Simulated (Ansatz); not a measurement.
## Exact exchange and the HOMO–LUMO gap of C3O2 (carbon suboxide)

C3O2: 5 atoms, total charge 0, spin state singlet. As SMILES, `O=C=C=C=O`. The shape is that of a PBE0-D4/def2-TZVP optimisation.

The HOMO–LUMO gap y, in eV, basis 6-311+G(d,p); a is the functional's share of exact exchange. Programs: Ansatz 0.2.0.

| functional | program | a | y (eV) |
| --- | --- | --- | --- |
| BLYP | Ansatz | 0 | 4.54 |
| PBE | Ansatz | 0 | 4.57 |
| B3LYP | Ansatz | 0.2 | 6.16 |
| r2SCAN0 | Ansatz | 0.25 | 6.88 |
| PBE0 | Ansatz | 0.25 | ? |
| BHLYP | Ansatz | 0.5 | 8.67 |

Task: Fit y = c + s·a to the known rows and predict PBE0.

Result: 
1. Means of the 5 rows: a = 0.1900, y = 6.164.
2. Σ(Δa)² = 0.172, Σ(Δa·Δy) = 1.4312, so the slope is 1.4312/0.172 = 8.3209.
3. Intercept: 6.164 − (8.3209) × 0.1900 = 4.583. The largest residual of the fit is 0.22.
4. PBE0: 4.583 + (8.3209) × 0.25 = 6.66 eV.

The run gave 6.60 eV, so the prediction is off by +0.06 eV, within the largest residual. Exact exchange lowers occupied levels and raises empty ones.
